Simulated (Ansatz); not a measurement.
Relaxed structures of C$_{2}$H$_{4}$B (charge -1), singlet (PBE0-D4/def2-TZVPD; forces vanish, vibrations not checked; lower isomers may exist, and structures with a doubtful reference or unclear bonds are left out; Å). Computed with Ansatz 0.2.0 (basis: def2-TZVPPD); correlated methods freeze the cores.

Problem. Rank them by CCSD(T) energy, lowest first, and give each one's height above the lowest. Links in brackets join atoms within 1.22 times the sum of their covalent radii (1.1 for two metals). (Judge from chemistry; the value comes from the calculation.)
A.
C₂H₄B ([CH][B][CH3]), total charge -1
```
7
angstrom
C -1.5267 -1.0401 -0.2752
B -0.4446 -0.3032 -0.0801
C 0.8381 0.5712 0.1511
H -2.4020 -1.6375 -0.4329
H 1.0506 1.2317 -0.6998
H 0.7475 1.2182 1.0334
H 1.7370 -0.0404 0.3035
```
B.
C₂H₄B ([BH][C][CH3]), total charge -1
```
7
angstrom
C -0.3971 -0.2708 -0.0716
B -1.4776 -1.0071 -0.2663
C 0.7973 0.5434 0.1437
H -2.4478 -1.6685 -0.4412
H 1.0261 1.2145 -0.7032
H 0.7233 1.2009 1.0280
H 1.7117 -0.0562 0.2989
```
C.
C₂H₄B ([CH2][B][CH2]), total charge -1
```
7
angstrom
C -1.0678 -1.2935 -0.1955
B -0.2099 -0.1649 -0.0340
C 0.6478 0.9637 0.1276
H -2.1391 -1.2050 -0.3739
H 1.1563 1.4480 -0.7056
H 0.8541 1.4198 1.0955
H -0.7113 -2.3223 -0.1517
```

Solution. By the calculation: C (0.000 eV), A (0.580 eV), B (0.863 eV). Heights count from the lowest.

T1 diagnostic: at most 0.014.

For scale, one of the runs: CCSD(T)/def2-TZVPPD, 179 basis functions, launched by `ansatz run in.yaml --threads 2 --pin off --events-out ev --progress --plain --max-ram 4352MiB`. The run took 30 s on 2 CPU threads of an Arm Neoverse V1 (shared host), with 1.7 GiB of host memory at its peak.
